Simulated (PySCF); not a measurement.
H2S, charge +1, multiplicity 2. Atoms are numbered in the order given.

```xyz
3

S      0.0000     0.0000     0.1044
H      0.0000    -0.9877    -0.8354
H      0.0000     0.9877    -0.8354
```
Charge +1, spin multiplicity 2.

Geometry: PBE0-D3(BJ)/def2-TZVPD. The multiplicity is an assumed one; other spin states were not compared.

These are PBE/def2-TZVPD run with PySCF values and carry that method's errors.

Mulliken values depend strongly on the basis, most of all with diffuse functions as here. ESP charges are fitted to the potential on shells at 1.4 to 2.0 van der Waals radii. Atomic charges (e):

```tsv
atom	ESP fit	meta-Löwdin	Mulliken	Mulliken spin
S1	0.57	0.59	0.29	1.07
H2	0.21	0.20	0.35	-0.03
H3	0.21	0.20	0.35	-0.03
```
